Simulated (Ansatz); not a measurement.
# AlH3O (singlet): from Hartree-Fock to the top rungs, cc-pVTZ

How much of the correlation energy of AlH3O (singlet) does each wave-function method recover here?

The runs use Ansatz 0.2.0, Gaussian basis; cc-pVTZ, core rule «outside noble gas», up to 6 orbitals frozen.

Plan: UHF; CCSD(T) on RHF; BCCD(T) on RHF; CCSDT(Q) on RHF.

2 further runs of the same task are left out: 2 for a known fault of the program.

## (1) The system

The geometry is a PBE0/def2-TZVP stationary point (not a proven minimum).

5 atoms, charge 0, spin multiplicity 1.

Atoms are counted from 1 here; the program's logs count them from 0.

Bond lengths: Al1–O2 1.656 Å, Al1–H3 1.581 Å, Al1–H4 1.581 Å, O2–H5 0.944 Å. Angles: O2–Al1–H3 118.7°, O2–Al1–H4 118.7°, H3–Al1–H4 122.6°, Al1–O2–H5 180.0°.

## (2) UHF

in.yaml reads:

```yaml
crystal:
  periodic: [false, false, false]
  atoms:
    - {symbol: Al, position_ang: [0.000000, 0.000000, 0.599556]}
    - {symbol: O, position_ang: [0.000000, 0.000000, -1.056365]}
    - {symbol: H, position_ang: [0.000000, 1.386849, 1.359567]}
    - {symbol: H, position_ang: [0.000000, -1.386849, 1.359567]}
    - {symbol: H, position_ang: [0.000000, 0.000000, -2.000590]}
basis:
  gaussian: {orbitals: cc-pVTZ}
magnetization: {spin_polarized: true, initial_magnetization: 0}
hamiltonian: {xc: hf}
output: {orbitals: {seedname: orbitals}}
```

Launch:

```console
ansatz run in.yaml --threads 1 --pin off --events-out ev --progress --plain --max-ram 4096MiB --backend cpu
```

Further steps of the session: CCSD(T) on RHF; BCCD(T) on RHF; CCSDT(Q) on RHF.

Q: Predict the results of all the runs planned. Wanted: RCCSDT(Q) below the RHF energy; RMP2 from RCCSDT(Q); RCCSD from RCCSDT(Q); RCCSD(T) from RCCSDT(Q); T1 diagnostic.

As calculated:

```
                         quantity                      value
   RCCSDT(Q) below the RHF energy                 -9.7566 eV
              RMP2 from RCCSDT(Q)               +74.5 kJ/mol
             RCCSD from RCCSDT(Q)               +28.5 kJ/mol
          RCCSD(T) from RCCSDT(Q)                +2.1 kJ/mol
levels within 1 kcal/mol (43 meV)  RCCSD(T), BCCD(T), RCCSDT
                    T1 diagnostic                      0.011
```

RCCSD(T) misses by +2.1 kJ/mol, 0.2 % of the correlation energy. These misses are within one basis, not against nature.
